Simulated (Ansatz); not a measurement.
Compare A (`O=COCCO`) with its isomer B (`COC(O)C=O`).

Calculated with Ansatz (gas phase, PBE0-D4/def2-TZVP geometries, no zero-point term in ΔE). CCSD(T)/CBS is the MP2 limit (def2-TZVPP, def2-QZVPP) plus CCSD(T) − MP2 in def2-TZVPP, frozen cores. Functionals use def2-TZVPP. B3LYP here is the variant with VWN-RPA as its local correlation; programs differ in this. One conformer a species, not always the lowest.

(1) Which isomer does CCSD(T)/CBS put lower? Give the gap. (Estimate.)

(2) Give E(B) − E(A) in kcal/mol with CCSD/def2-TZVPP, MP2/def2-TZVPP, B3LYP-D4, ωB97M-V, B3LYP, PBE-D4, PBE0-D4. (Best estimate.)

Largest T1 diagnostic: 0.014.

Results:

(1) The calculation gave: A, by 15.3 kcal/mol.

(2) Ansatz gave: CCSD/def2-TZVPP 15.1, MP2/def2-TZVPP 16.3, B3LYP-D4 15.9, ωB97M-V 15.5, B3LYP 16.2, PBE-D4 16.6, PBE0-D4 16.3. None reverses the order clearly.
